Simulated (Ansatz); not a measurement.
System (SMILES): FOF.
Atoms: F1, O2, F3. Bonds: F1-O2, O2-F3.

Basis-set convergence of the harmonic zero-point energy at PBE with Ansatz (a program for electronic structure). Each level at its own minimum, finite differences of forces, unscaled; the reference is a large set that could be run, not a limit. All functions are spherical. No added dispersion term, no relativity. Reference: the value in def2-QZVPP, 3.16 kcal/mol, itself unsure by roughly 0.01 kcal/mol (its mean distance from cc-pVQZ, aug-pcseg-2, aug-cc-pVTZ). Deviations are taken from unrounded values.

| basis | functions | harmonic zero-point energy (kcal/mol) |
|---|---|---|
| cc-pVDZ | 42 | 3.08 |
| aug-cc-pVDZ | 69 | 3.13 |
| def2-SVP | 42 | 3.15 |
| def2-SVPD | 69 | 3.12 |
| pcseg-1 | 42 | 3.04 |
| aug-pcseg-1 | 69 | 3.08 |
| 6-311G** | 54 | 3.05 |
| 6-311+G** | 66 | 3.03 |
| cc-pVTZ | 90 | 3.19 |
| aug-cc-pVTZ | 138 | 3.18 |
| pcseg-2 | 90 | 3.16 |
| aug-pcseg-2 | 138 | 3.16 |
| def2-TZVPP | 93 | 3.17 |
| def2-TZVPPD | 120 | 3.16 |

What the diffuse functions change, pair by pair:
- cc-pVDZ to aug-cc-pVDZ: 27 more functions, deviation -0.08 to -0.03 kcal/mol
- def2-SVP to def2-SVPD: 27 more functions, deviation -0.01 to -0.04 kcal/mol
- pcseg-1 to aug-pcseg-1: 27 more functions, deviation -0.12 to -0.08 kcal/mol
- 6-311G** to 6-311+G**: 12 more functions, deviation -0.11 to -0.13 kcal/mol
- cc-pVTZ to aug-cc-pVTZ: 48 more functions, deviation 0.03 to 0.02 kcal/mol
- pcseg-2 to aug-pcseg-2: 48 more functions, deviation 0.00 to 0.00 kcal/mol
- def2-TZVPP to def2-TZVPPD: 27 more functions, deviation 0.01 to 0.00 kcal/mol

They bring the value nearer the reference by more than 0.01 kcal/mol in 2 of 7 pairs.
